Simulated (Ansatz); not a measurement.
Reaction: CH2BrF (SMILES FCBr) → CH2F (SMILES [CH2]F, doublet) + Br (doublet) (the Br-C bond breaks)
Each species at its own B3LYP-D3(BJ)/def2-TZVP minimum (Ansatz, a program for electronic structure).

Total energies in hartree (Ansatz). UHF or UKS for unpaired electrons; spin-orbit terms are left out. Cores are frozen in correlated methods (noble-gas shells, and filled d and f shells in the p block). No relativity. Spin-orbit terms, left out, reach several kcal/mol for Br and I, and more for heavier atoms.

```tsv
species	HF/cc-pVTZ	CCSD(T)/cc-pVTZ	HF/cc-pVQZ	CCSD(T)/cc-pVQZ	CCSD(T)/cc-pVDZ	CCSDT(Q)/cc-pVDZ
1: CH2BrF (SMILES BrCF)	-2710.97383	-2711.60436	-2710.98801	-2711.67081	-2711.32530	-2711.32684
2: CH2F (SMILES [CH2]F, doublet)	-138.46090	-138.88721	-138.47244	-138.93090	-138.74304	-138.74414
3: Br (doublet)	-2572.44509	-2572.60263	-2572.44802	-2572.62195	-2572.47590	-2572.47619
```

Task: Work out the bond dissociation energy (electronic) in kcal/mol: take Hartree-Fock from cc-pVQZ, extrapolate the CCSD(T) correlation energy as X^-3 (X = 3, 4), and add CCSDT(Q) - CCSD(T) in cc-pVDZ. 1 hartree = 627.51 kcal/mol.

Result: 
Species 1: correlation (64·(-0.68280) - 27·(-0.63053))/37 = -0.72094; step -0.00154; E1 = -2710.98801 + (-0.72094) + (-0.00154) = -2711.71049
Species 2: correlation (64·(-0.45846) - 27·(-0.42631))/37 = -0.48192; step -0.00110; E2 = -138.47244 + (-0.48192) + (-0.00110) = -138.95546
Species 3: correlation (64·(-0.17393) - 27·(-0.15754))/37 = -0.18589; step -0.00029; E3 = -2572.44802 + (-0.18589) + (-0.00029) = -2572.63420
-1·E1 +1·E2 +1·E3 = 0.12083 hartree = 75.8 kcal/mol.
